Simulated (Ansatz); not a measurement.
System: PH$_{2}$, charge 0, multiplicity 2. 
Geometry from a B3LYP-D3(BJ)/def2-TZVP (Ansatz, a quantum-chemistry and plane-wave program) optimisation:
SMILES: [PH2]
```xyz
3

P      0.0052    -0.0015     0.1165
H     -0.0501     1.0329    -0.8596
H     -0.0274    -1.0099    -0.8876
```
Charge 0, spin multiplicity 2.

Task: Give the harmonic wavenumbers at B3LYP-D3(BJ)/def2-TZVP (Ansatz, finite differences of forces, unscaled).

Result: 1128, 2365, 2373 cm⁻¹. Zero-point energy 8.4 kcal/mol.

Task: From these and the geometry, give the ideal-gas thermochemistry at 298.15 K and 1 atm (rigid rotor, harmonic oscillator).

Result: Point group C2v, rotational symmetry number 2. Rotational constants 271.8, 240.2, 127.5 GHz. S(trans) 36.41, S(rot) 12.94, S(vib) 0.06, S(elec, spin only) 1.38, S 50.8 cal/(mol K). H(298) - H(0) 2.38 kcal/mol; G - E(el) -4.4 kcal/mol.
